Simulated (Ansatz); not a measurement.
# BH2O (SMILES [BH]O): UCCSD(T)/STO-3G

What is the vertical doublet–quartet gap of BH2O at UCCSD(T)/STO-3G? 

The calculation is run with Ansatz 0.2.0.

58 further runs of the same task are left out: 58 set aside as unsound or not needed.

### Step 1. The molecule

BH2O has 4 atoms, charge 0, and is taken as a doublet. As SMILES, `[BH]O`. Geometry: relaxed at PBE0-D4/def2-TZVP.

Bond lengths: B1–O2 1.333 Å, B1–H3 1.201 Å, O2–H4 0.961 Å. Angles: B1–O2–H4 114.6°, O2–B1–H3 121.0°.

### Step 2. The energy at UCCSD(T)/STO-3G

in.yaml reads:

```yaml
basis:
  gaussian:
    orbitals: STO-3G
crystal:
  periodic: [false, false, false]
  atoms:
    - symbol: B
      position_ang: [-0.006100, -0.485500, 0.388300]
    - symbol: O
      position_ang: [0.119700, 0.544500, -0.448600]
    - symbol: H
      position_ang: [-1.064200, -1.032400, 0.540300]
    - symbol: H
      position_ang: [1.006100, 0.913200, -0.500300]
magnetization:
  spin_polarized: true
  initial_magnetization: 1
correlation:
  method: ccsd_t
  frozen_orbitals: {B: 1, H: 0, O: 1}
accuracy: high
scf:
  omitted_lower_state_checks: [cluster_reference, increment]
```

Command:

```sh
$ ansatz run in.yaml --threads 1 --pin off --max-ram 2610MiB --events-out events.jsonl --progress --plain --runs-dir runs
```

The program printed, shortened:

```text
Warning: RAYON_NUM_THREADS=1 ignored (pool sized by the plan → 1); use --threads N
Functional definition: HF
  name "HF"
[...]
187 factors; integrals over basis functions are off by at most 2.2e-8 eV
[...]
mean field -2702.78526141 eV, -99.3255263430 hartree, gradient 2.7e-8 eV, S^2 0.754391; 0 other end points of the search recorded, 0 dependent functions left out
2 core orbitals not correlated: weight in the atoms' cores, before any rotation towards them, 1.000 or more for the frozen orbitals, at most 0.000 for the correlated occupied ones
reference -2702.78526141 eV, -99.3255263430 hartree; 6, 5 occupied and 4, 5 virtual orbitals, 187 factors
second order -1.93963843 eV of doubles, -0.00000000 eV of singles
cycle   1  -2.19451554 eV  change   -2.5e-1 eV  update   7.8e-2
[...]
cycle  22  -2.46786551 eV  change   5.2e-10 eV  update  7.3e-10
perturbative correction -0.09702958 eV, -0.0035657713 hartree
Total energy: -2705.35015650 eV, -99.4197844992 hartree
Checks for a lower state left out: cluster_reference, increment
```

Run time: 0.1 s. Hardware: 1 thread of Arm Neoverse V2, shared host.

### Step 3. The quartet at the same level

run.yaml reads:

```yaml
crystal:
  periodic: [false, false, false]
  atoms:
    - {symbol: B, position_ang: [-0.006100, -0.485500, 0.388300]}
    - {symbol: O, position_ang: [0.119700, 0.544500, -0.448600]}
    - {symbol: H, position_ang: [-1.064200, -1.032400, 0.540300]}
    - {symbol: H, position_ang: [1.006100, 0.913200, -0.500300]}
basis:
  gaussian: {orbitals: STO-3G}
magnetization: {spin_polarized: true, initial_magnetization: 3}
scf: {omitted_lower_state_checks: [cluster_reference, increment]}
correlation: {method: ccsd_t, frozen_orbitals: {B: 1, H: 0, O: 1}}
accuracy: high
```

Command:

```sh
$ ansatz run run.yaml --threads 1 --pin off --max-ram 2610MiB --events-out events.jsonl --progress --plain --runs-dir runs
```

The program printed, shortened:

```text
Warning: RAYON_NUM_THREADS=1 ignored (pool sized by the plan → 1); use --threads N
Functional definition: HF
  name "HF"
[...]
187 factors; integrals over basis functions are off by at most 2.2e-8 eV
[...]
mean field -2696.02202966 eV, -99.0769821606 hartree, gradient 1.7e-8 eV, S^2 3.759923; 2 other end points of the search recorded, 0 dependent functions left out
2 core orbitals not correlated: weight in the atoms' cores, before any rotation towards them, 1.000 or more for the frozen orbitals, at most 0.000 for the correlated occupied ones
reference -2696.02202966 eV, -99.0769821606 hartree; 7, 4 occupied and 3, 6 virtual orbitals, 187 factors
second order -1.00720534 eV of doubles, -0.00000000 eV of singles
cycle   1  -1.29558819 eV  change   -2.9e-1 eV  update   4.1e-2
[...]
cycle  29  -1.48745636 eV  change   4.9e-10 eV  update  5.6e-10
perturbative correction -0.00864255 eV, -0.0003176080 hartree
Total energy: -2697.51812857 eV, -99.1319627816 hartree
Checks for a lower state left out: cluster_reference, increment
```

Run time: 0.12 s. Hardware: 1 thread of Arm Neoverse V2, shared host.

### Step 4. What came out

At UCCSD(T)/STO-3G, 2 core orbitals frozen:

| quantity | value |
| --- | --- |
| doublet: total energy | -99.41978 Eh |
| doublet: correlation energy (2 core orbitals frozen) | -94.3 mEh |
| doublet: (T) correction | -3.57 mEh |
| doublet: ⟨S²⟩ of the reference determinant | 0.754 |
| doublet: T1 diagnostic | 0.022 |
| quartet: total energy | -99.13196 Eh |
| quartet: correlation energy (2 core orbitals frozen) | -55.0 mEh |
| quartet: (T) correction | -0.32 mEh |
| quartet: ⟨S²⟩ of the reference determinant | 3.760 |
| quartet: T1 diagnostic | 0.006 |
| vertical energy of the quartet above the doublet | 7.832 eV |

What this shows: At this shape the quartet lies 7.83 eV (756 kJ/mol) above the doublet. In a minimal basis such a difference can be off by several eV, whatever the method. The triples (doublet) make up 3.8 % of the correlation energy. The triples (quartet) make up 0.6 % of the correlation energy.
